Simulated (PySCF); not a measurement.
## Bond curve of CF⁺

Set-up: PySCF, no relativity, basis sets C def2-TZVPPD, F def2-TZVPPD. Energies in eV from C⁺ + F in their ground configurations at the same level. State: ¹Σ⁺ (singlet), closed shell.

Curves on a restricted Hartree–Fock reference rise too fast on stretching and do not dissociate correctly.

```json
{"R (Å)": "0.993", "RHF-CCSD(T)": "", "M06-2X": "-6.223"}
{"R (Å)": "1.040", "RHF-CCSD(T)": "-6.827", "M06-2X": "-7.177"}
{"R (Å)": "1.086", "RHF-CCSD(T)": "-7.402", "M06-2X": "-7.699"}
{"R (Å)": "1.120", "RHF-CCSD(T)": "-7.620", "M06-2X": "-7.878"}
{"R (Å)": "1.155", "RHF-CCSD(T)": "-7.700", "M06-2X": "-7.920"}
{"R (Å)": "1.190", "RHF-CCSD(T)": "-7.671", "M06-2X": "-7.854"}
{"R (Å)": "1.236", "RHF-CCSD(T)": "-7.506", "M06-2X": "-7.642"}
{"R (Å)": "1.294", "RHF-CCSD(T)": "-7.160", "M06-2X": "-7.237"}
{"R (Å)": "1.363", "RHF-CCSD(T)": "-6.616", "M06-2X": "-6.624"}
{"R (Å)": "1.455", "RHF-CCSD(T)": "", "M06-2X": "-5.701"}
```

Put a parabola through the three lowest points of the RHF-CCSD(T) curve and estimate Re, k and ωe (reduced mass 7.355 u; 1 eV/Å² = 0.16022 mdyn/Å; ωe = 1302.8·√(k/μ) cm⁻¹).

Through R = 1.12, 1.155, 1.19 Å the second-order coefficient is 44.5 eV/Å², so Re ≈ 1.163 Å, k ≈ 14.3 mdyn/Å and ωe ≈ 1814 cm⁻¹. A polynomial fit of higher order to the unrounded RHF-CCSD(T) energies gives Re = 1.162 Å, k = 13.6 mdyn/Å, ωe = 1774 cm⁻¹; anharmonicity and rounding make the difference.

The higher-order fit for each curve: RHF-CCSD(T): Re = 1.162 Å, ωe = 1774 cm⁻¹, De = 7.70 eV; M06-2X: Re = 1.150 Å, ωe = 1847 cm⁻¹, De = 7.92 eV.

Correlated steps freeze 2 core orbitals. For an ion De counts to the pair picked by the measured ionisation energies or electron affinities, which need not be the lowest pair at this level. Where the molecule has an RHF reference, its open-shell atoms are computed with UHF. The CCSD T1 diagnostic is raised, a sign that a single reference may not be enough here.
